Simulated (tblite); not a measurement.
Start geometry of `[C]#CC#CC#C` [radical] from a force field or distance geometry (Å):
```
atom  x, y, z in Å
C1    -3.7111   -0.2010    1.1290
C2    -2.5539   -0.1236    0.8168
C3    -1.1722   -0.0736    0.4795
C4    -0.0020    0.0026    0.1679
C5     1.3641    0.0658   -0.1712
C6     2.5199    0.1408   -0.4985
H7     3.5587    0.1939   -0.7797
```

Q: What comes out of this run: tblite, GFN2-xTB geometry optimisation, gas phase?

A: 
```
atom  x, y, z in Å
C1    -3.5611   -0.3509    1.2244
C2    -2.5088    0.0103    0.7022
C3    -1.1955    0.0030    0.4205
C4     0.0021    0.0029    0.1595
C5     1.3012    0.0657   -0.1732
C6     2.4742    0.1174   -0.4685
H7     3.4913    0.1566   -0.7209
```

The energy falls by 26.1 kJ/mol over 34 L-BFGS steps, the largest force on an atom goes from 2.83 to 0.003 eV/Å, and the atoms move by 0.127 Å rms after alignment. The bond that changes most is C2–C3 (both ends carbon bonded to 2 C), which shortens by 0.080 Å. Bonds longer at the end by more than 0.005 Å: 3 of 6; shorter: 3. Among the angles that change most is C1–C2–C3, from 177.8° to 157.6°. The orientation of the end geometry is arbitrary; only internal coordinates are fixed.

Hardware: Arm Neoverse V1, one thread, shared host with 64 logical CPUs at a one-minute load of 20. Cost: 0.12 s of wall time.

Its GFN2-xTB frequencies are all real (lowest 103 cm⁻¹).

These are computed values.
